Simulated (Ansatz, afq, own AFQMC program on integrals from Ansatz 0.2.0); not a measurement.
## ZrH2Se2F2, singlet in def2-SVP, levels against AFQMC with the constraint released

| atom | x (Å) | y (Å) | z (Å) |
| --- | --- | --- | --- |
| F | 0.3681 | -2.4105 | -0.5071 |
| Zr | 0.1736 | -0.6177 | 0.0569 |
| F | 1.2615 | -0.1134 | 1.5199 |
| Se | -2.3223 | -0.3733 | 0.6045 |
| Se | 0.7340 | 1.0083 | -1.8580 |
| H | -2.0231 | 0.9528 | 1.1807 |
| H | 1.8693 | 1.4860 | -1.0426 |

Basis def2-SVP with its core potentials. Noble-gas cores (and the filled d shells of Ga–Kr and In–Xe) are frozen. Ansatz 0.2.0 and our own AFQMC program on the same integrals; the CISD trial comes from CCSD amplitudes, and released means the phaseless constraint is let go. ± is one standard error of the sampling. No spin–orbit coupling. The metal's outer-core s and p shells are frozen, which shifts wave-function levels against functionals.

Determinant: RHF, the one that the program's search chose, which needn't be the lowest solution. The geometry is a PBE0/def2-SVP stationary point of this or a neighbouring charge and spin state.

No full CI on the walks' own integrals is used here. The released AFQMC energy serves as the reference, which it does only where one determinant dominates, the energy is flat over the last release times and near the phaseless one (40 meV or 2 meV an electron, half that with transition metals). On small molecules, where full CI could be run and the noise was under 10 meV, such values lay within 10 meV of it in 19 cases of 20, a flattering rate, since the rule was set on those same cases; what remains of the bias isn't in the error bar.

Cautions: no spin-orbit coupling; no relativity below Rb; outer-core shells of the metal frozen; inner d shell frozen; the released value is read at 0.80 1/Eh with a noise of 15 meV, more than in the cases checked, later times being too noisy (meV from the phaseless value at times in 1/Eh: -11 ± 11 at 0.24, 17 ± 12 at 0.48, 21 ± 15 at 0.80, -2 ± 23 at 1.20); released reference can be 30 meV off for metals.

```
T1 diagnostic                               : 0.0195
weight of the determinant in the CISD state : 0.764
size of the correlated space                : 32 electrons in 99 orbitals
```

```csv
level,correlation energy (eV)
MP2,-19.6513
CCSD,-20.3153
CCSD(T),-20.9281
```

(1) Estimate where AFQMC with the constraint released lies against CCSD(T) on the same integrals.

(1) 3.60 ± 0.57 mEh below CCSD(T).

Reference: AFQMC with the constraint released, correlation energy -21.026 ± 0.015 eV.

```
        level  E − E(reference) (mEh)  share of correlation (%)
      CCSD(T)             3.60 ± 0.57                     99.53
ph-AFQMC/CISD            -0.76 ± 0.71                    100.10
```

Released energies are given only where the last usable release times agree within the noise; a slower fall can still hide under it.
